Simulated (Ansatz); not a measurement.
Ideal-gas functions of C$_{3}$H$_{4}$ClF, SMILES `C=CC(F)Cl` at 400 K and 1 bar, from an Ansatz frequency run at PBE0-D4/def2-TZVP.

Molar mass 94.52 g/mol, point group C1 (symmetry number 1), electronic degeneracy 1, moments of inertia 70.62, 182.991, 231.479 u Å². Harmonic wavenumbers (cm⁻¹, unscaled): 108, 262, 318, 388, 568, 660, 810, 955, 981, 1026, 1027, 1172, 1265, 1318, 1378, 1444, 1729, 3098, 3173, 3197, 3266.

Use S(trans) = R[1.5 ln M + 2.5 ln T − 1.1517]; rotational temperatures θ = 24.2544 K / I; S(rot) = R[ln(√π/σ · √(T³/θAθBθC)) + 1.5]; for each mode x = 1.438777 ν̃/T, S = R[x/(eˣ − 1) − ln(1 − e⁻ˣ)] and H = RT x/(eˣ − 1); 1 cm⁻¹ = 0.0119627 kJ/mol; R = 8.31446 J/(mol·K).

Question: By hand: the entropy, in J/(mol·K).

Answer: Translation 171.7. Rotation: θ = 0.3434, 0.1325, 0.1048 K, giving 114.2. Vibration, mode by mode: 16.23, 9.11, 7.64, 6.19, 3.68, 2.84, 1.85, 1.22, 1.13, 1.00, 0.99, 0.65, 0.49, 0.42, 0.35, 0.29, 0.12, 0.00, 0.00, 0.00, 0.00, in all 54.2. Electronic 0.0. Sum 340.1 J/(mol·K).

Question: By hand: H − E and G − E in kJ/mol, counted from the electronic energy.

Answer: Zero-point energy ½ × 28143 × 0.0119627 = 168.3; thermal vibration 12.5; translation, rotation and pV give 4 RT = 13.3. H − E = 194.1 kJ/mol, and G − E = 194.1 − 400 × 340.1/1000 = 58.1 kJ/mol.

Vibration gives 16 % of the entropy, 16.2 J/(mol·K) of it from the mode under 150 cm⁻¹: soft modes count most, and the harmonic formula is weakest for them. The sum counts one conformer and one mirror image; others add a mixing term.
